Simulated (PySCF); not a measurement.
# PBE/STO-3G run of H2S2 (SMILES SS)

Aim: the energy change on altering one bond length of H2S2 at PBE/STO-3G, from 2 runs. Input form: a Python script.

The results are computed with PySCF 2.14.0.

11 further runs of the same task are left out: 11 set aside as unsound or not needed.

**1. The molecule**

The species is H2S2 (4 atoms), meant as a singlet with charge 0. As SMILES, `SS`. The shape is that of a PBE0-D4/def2-TZVP optimisation.

Bond lengths: S1–S2 2.046 Å, S1–H3 1.347 Å, S2–H4 1.347 Å. Angles: S1–S2–H4 98.6°, S2–S1–H3 98.6°.

**2. A single-point energy at PBE/STO-3G**

calc.py reads:

```python
from pyscf import gto, dft

mol = gto.Mole()
mol.atom = '''
S      1.482452    -1.491391     0.314998
S      0.113799     2.119441     0.127292
H     -0.425982    -2.556025     1.619269
H     -1.170288     1.927993    -2.061597
'''
mol.verbose = 3
mol.basis = 'sto-3g'
mol.max_memory = 1860
mol.unit = 'bohr'
mol.build()

myscf = dft.RKS(mol)
myscf.xc = 'pbe'
myscf.grids.level = 5
myscf.conv_tol = 1e-10
myscf.kernel()
if not myscf.converged:
    myscf = myscf.newton().run(myscf.mo_coeff, myscf.mo_occ)

energy = myscf.e_tot
print('Final energy', energy)
```

Command:

```
$ OMP_NUM_THREADS=1 python calc.py
```

The log of the run:

```text
converged SCF energy = -788.35473969559
Final energy -788.35473969559
```

Run time: 2.1 s. Hardware: 1 thread of Arm Neoverse V1, shared host; peak memory 0.2 GiB.

**3. The distorted shape, same level**

calc.py reads:

```python
from pyscf import gto, dft

mol = gto.M(
    atom='''
S        1.289444      -0.507512      -0.178415
S        0.565184       1.403258      -0.277745
H       -0.225420      -1.352590       0.856880
H       -0.114326       1.301948      -1.436055
''',
    max_memory=1860,
    basis='sto-3g',
    verbose=3,
)

mf = dft.RKS(mol, xc='pbe')
mf.conv_tol = 1e-10
mf.grids.level = 5
mf.kernel()
if not mf.converged:
    mf = mf.newton().run(mf.mo_coeff, mf.mo_occ)

energy = mf.e_tot
print(f'total energy: {energy:.8f} hartree')
```

Command:

```
$ OMP_NUM_THREADS=1 python calc.py
```

The log of the run:

```text
converged SCF energy = -788.273495096497
total energy: -788.27349510 hartree
```

Run time: 2.8 s. Hardware: 1 thread of Arm Neoverse V1, shared host; peak memory 0.2 GiB.

**4. Results**

At PBE/STO-3G:

| quantity | value |
| --- | --- |
| first shape: total energy | -788.35474 Eh |
| first shape: dipole moment | 1.12 D |
| first shape: HOMO energy | -2.32 eV |
| first shape: LUMO energy | 3.25 eV |
| first shape: HOMO–LUMO gap | 5.56 eV |
| distorted shape: total energy | -788.27350 Eh |
| distorted shape: dipole moment | 1.07 D |
| distorted shape: HOMO energy | -2.13 eV |
| distorted shape: LUMO energy | 0.50 eV |
| distorted shape: HOMO–LUMO gap | 2.64 eV |
| energy change with the S1–H3 bond stretched from 1.347 to 2.020 Å | 2.211 eV |

What this shows: One bond (distorted shape) is far stretched, which a spin-restricted single reference describes badly; a broken-symmetry solution may lie lower. With the S1–H3 bond stretched from 1.347 to 2.020 Å the energy rises by 2.21 eV (51 kcal/mol). The first shape isn't relaxed at this level, so the change isn't measured from a minimum. A restricted reference can't describe the breaking bond well at this length. The minimal basis adds a large error of its own. Mulliken charges (distorted shape) run from -0.08 on H3 to +0.05 on S2.
